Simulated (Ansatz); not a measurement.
Candidate structures of Ag, relaxed level by level: Ag (Im-3m, No. 229; start mp-2646971; another form than the element's usual one); Ag (model structure, I4₁/amd, No. 141); Ag (model structure, P6/mmm, No. 191); fcc Ag. Levels: PBEsol in Ansatz (PAW), r²SCAN in Ansatz (plane waves, PAW).

Q: Rank the structures in energy at 0 K, level by level.

A: Lowest: PBEsol, fcc Ag; r²SCAN, fcc Ag. Energies above the lowest of these candidates, meV/atom:

| structure | PBEsol | r²SCAN |
|---|---|---|
| fcc Ag | 0 | 0 |
| Ag (Im-3m, No. 229; start mp-2646971; another form than the element's usual one) | 41 | 36 |
| Ag (model structure, P6/mmm, No. 191) | 161 | 140 |
| Ag (model structure, I4₁/amd, No. 141) | 288 | 246 |

All these levels agree on the lowest structure.

A measured cell is on file for: fcc Ag.

Static-lattice energies; unlike cells have unlike k meshes, which leaves some meV/atom of uncertainty, and other structures than these can lie lower.

Note: the relaxation could not lower the start's symmetry, so the cell can be a saddle point above a distorted one.

A model structure was made by putting elements into a prototype or built by hand; it is no filed structure, need not be a known phase, and can be a saddle point held by its symmetry.

A start named mp-… is a Materials Project structure, which can be a computed phase never made.

Ansatz is a quantum-chemistry and plane-wave program.
